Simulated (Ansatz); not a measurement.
Two shapes of triplet CH5N.

Shape 1:

```xyz
7

C    -0.3363    0.0339   -0.6068
N     0.4311   -0.0569    0.6156
H    -1.3671    0.3924   -0.4827
H     0.1639    0.7070   -1.3047
H    -0.3829   -0.9454   -1.0858
H     0.5188    0.8413    1.0556
H    -0.0129   -0.6670    1.2781
```

Shape 2:

```xyz
7

C    -0.0998   -0.6888    0.0047
N     0.1732    0.7292   -0.0852
H    -0.8115   -1.0032    0.7976
H    -0.5026   -1.0530   -0.9540
H     0.8389   -1.2397    0.1761
H    -0.6873    1.2482   -0.2465
H     0.5488    1.0762    0.7949
```

Basis set: def2-SVP (spherical functions). Left uncorrelated: 2 orbitals. Charge 0, multiplicity 3.

Computed with Ansatz (development build ahead of 0.2.0); each method stands on the lowest determinant of its kind that the runs found.

**Question.** Which shape is lower in energy, and by how much in each method?

**Answer.**

```csv
method,E(2) − E(1) (eV)
UHF,0.025
UHF-MP2,-0.008
```

The methods disagree on the order. Caution: another spin multiplicity may lie lower.
